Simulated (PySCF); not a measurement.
Species: oxygen, O2 (triplet state).
Cartesian coordinates in Å at the PBE0-D3(BJ)/def2-SVP level; atoms count from 1:
```
atom  x, y, z in Å
O1     0.597   -0.006   -0.005
O2    -0.591    0.009   -0.023
```

As a line formula: `O=O` (oxygen) [triplet].

Level of theory: UKS B3LYP, IGLO-III on O, non-relativistic, mean-field spin-orbit, GIAO in PySCF 2.14.0. Isolated species at its PBE0-D3(BJ)/def2-SVP geometry, gas phase.

(1) Give the principal g shifts and their parts.

(2) At 9.726 GHz, how far is the centre of the isotropic spectrum from where a free electron (g = 2.002319) resonates, zero-field splitting left aside?

(3) What effective moment and Curie constant follow for a powder at temperatures where kT is far above the zero-field splitting?

Answers

(1) 
```
                    Δg (ppm)     1     2     3
relativistic mass correction  -364  -364  -364
            gauge correction    74    23    23
   orbital Zeeman/spin–orbit     0  2711  2712
                       total  -290  2371  2371
```

So g = 2.00203, 2.00469, 2.00469 and g_iso = 2.00380; the tensor is axial. Axes: g1 lies along the molecular axis. With S = 1 there is also a zero-field splitting, D = +3.35 cm⁻¹, to set against the quantum of 0.317 cm⁻¹ at 9.5 GHz.

(2) B = hν/(g μB) with μB/h = 13.99624 MHz/mT gives 347.05 mT for the free electron and 346.79 mT at g_iso, 0.26 mT lower.

(3) With the mean of g² = 4.0152 and S(S+1) = 2.00: μ_eff = √(⟨g²⟩S(S+1)) = 2.834 μB and χT = 0.12505·⟨g²⟩·S(S+1) = 1.004 cm³ K/mol (cgs; spin-Hamiltonian part alone).

The Mulliken spin populations are largest on O2 (+1.00) and O1 (+1.00).

The HOMO–LUMO gaps are 11.86 eV among the α and 9.77 eV among the β orbitals.

Time: 2.6 s. Hardware: one thread of an x86-64 server (shared host).
